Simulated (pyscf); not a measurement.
PySCF, gas phase, ωB97X-D3(BJ)/def2-SVP geometries. MP2 and CC: frozen core, UHF for open shells. ΔMP2 is the change of the MP2 total energy from the triple- to the quadruple-zeta basis.

**Question.** For the elementary gas-phase step `[PH2][InH2]` + `[OH2]` -> `[PH3]` + `[OH][InH2]` (singlet surface; In–P, H–O broken, H–P, In–O formed), what barrier and reaction energy does CCSD(T)/def2-TZVPP + ΔMP2(QZVPP) give, measured from the separated reactants?

**Answer.** ΔE‡ = 11.4 kcal/mol, ΔE = +3.6 kcal/mol. Zero-point energy shifts the barrier by -0.6 kcal/mol. It is a four-centre exchange, with an imaginary mode of 1099i cm⁻¹. On the reactant side the descent ends in an adduct with a In–O contact, 14.8 kcal/mol under the separated species and 23.9 kcal/mol under the saddle at ωB97X-D3(BJ)/def2-TZVP. On the product side the descent ends in an adduct with a In–P contact, 14.0 kcal/mol under the separated species and 17.1 kcal/mol under the saddle at ωB97X-D3(BJ)/def2-TZVP. What is counted as formed (In–O) is already present as a longer contact in the reactant adduct; forming that adduct is a step of its own. What is counted as broken (In–P) persists as a longer contact in the product adduct; parting that adduct is a step of its own. At ωB97X-D3(BJ) the barrier from the zero used here is 9.1 kcal/mol. One saddle was located; it need not be the lowest between these sides. The CCSD(T) − MP2 part came from Ansatz, without density fitting, on the same reference. The frozen core leaves the outer d or s,p core shells of the metals and heavy elements correlated in the MP2 and CC values, and def2-TZVPP describes them poorly, which can shift differences by a few kcal/mol. Elements past Kr carry the def2 core potentials, without spin-orbit coupling.
